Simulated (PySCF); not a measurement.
A PySCF script (with the pyscf-properties extension) for the NMR shieldings of `C[BH2-][NH3+]`, CH₈BN, on a GFN2-xTB geometry:

```python
import basis_set_exchange as bse
import numpy as np
from pyscf import gto, dft
from pyscf.prop import nmr

atoms = """
C     1.194845    0.492298   -0.262727
B     0.138426   -0.719971   -0.055824
N    -1.300450    0.033642    0.298440
H     2.184207    0.110834   -0.503577
H     0.911695    1.160257   -1.078246
H     1.307462    1.107087    0.632110
H     0.372724   -1.404934    0.892107
H    -0.074457   -1.346564   -1.048317
H    -2.026696   -0.657077    0.445486
H    -1.164906    0.589664    1.134892
H    -1.537426    0.637436   -0.480309
"""
names = dict.fromkeys(["C", "B", "N", "H"], "pcSseg-1")
basis = {el: gto.basis.parse(bse.get_basis(n, elements=[el], fmt="nwchem")) for el, n in names.items()}
mol = gto.M(atom=atoms, basis=basis, charge=0, verbose=0)
mf = dft.RKS(mol, xc="PBE0")
mf.grids.level = 2
mf.grids.alignment = dft.numint.BLKSIZE   # the property module wants whole blocks of grid points
mf.conv_tol = 1e-9
mf.kernel()

calc = nmr.RKS(mf)   # GIAO
C = mf.mo_coeff
Co = C[:, mf.mo_occ > 0]
resp = mf.gen_response(singlet=True, hermi=2)
def vind(x):   # induced exchange potential for any number of trial vectors
    d = np.einsum("pi,xij,qj->xpq", C, 2 * x.reshape(-1, C.shape[1], Co.shape[1]), Co, optimize=True)
    return np.einsum("xpq,pi,qj->xij", resp(d - d.transpose(0, 2, 1)), C, Co, optimize=True).ravel()
mo1, _ = nmr.rhf.solve_mo1(calc, with_cphf=vind)
sigma = calc.kernel(mo1)
for i, s in enumerate(sigma):   # ppm
    w = np.linalg.eigvalsh((s + s.T) / 2)
    print("%2d %-2s iso %8.1f  s11 %8.1f  s22 %8.1f  s33 %8.1f" % (i, mol.atom_pure_symbol(i), w.mean(), *w))
```

Question: What are the results?

Answer: 
```
 0 C  iso    181.7  s11    173.5  s22    184.1  s33    187.7
 1 B  iso    119.0  s11    102.5  s22    116.8  s33    137.7
 2 N  iso    217.7  s11    210.1  s22    215.6  s33    227.3
 3 H  iso     31.3  s11     27.7  s22     27.9  s33     38.4
 4 H  iso     32.1  s11     28.8  s22     29.8  s33     37.7
 5 H  iso     32.1  s11     28.8  s22     29.8  s33     37.7
 6 H  iso     29.4  s11     26.0  s22     29.6  s33     32.5
 7 H  iso     29.4  s11     26.0  s22     29.6  s33     32.5
 8 H  iso     28.7  s11     22.2  s22     24.7  s33     39.1
 9 H  iso     29.2  s11     23.8  s22     26.0  s33     37.9
10 H  iso     29.2  s11     23.8  s22     26.0  s33     37.9
```

These numbers come from an equivalent density-fitted implementation of the same equations, which agrees with the script to about 0.01 ppm for H and up to a few tenths of a ppm for heavy atoms, so last digits may differ.

Size and cost of the density-fitted run: 91 basis functions, 14 s wall time on 1 thread of an Intel Xeon, shared host; peak memory 0.43 GiB.
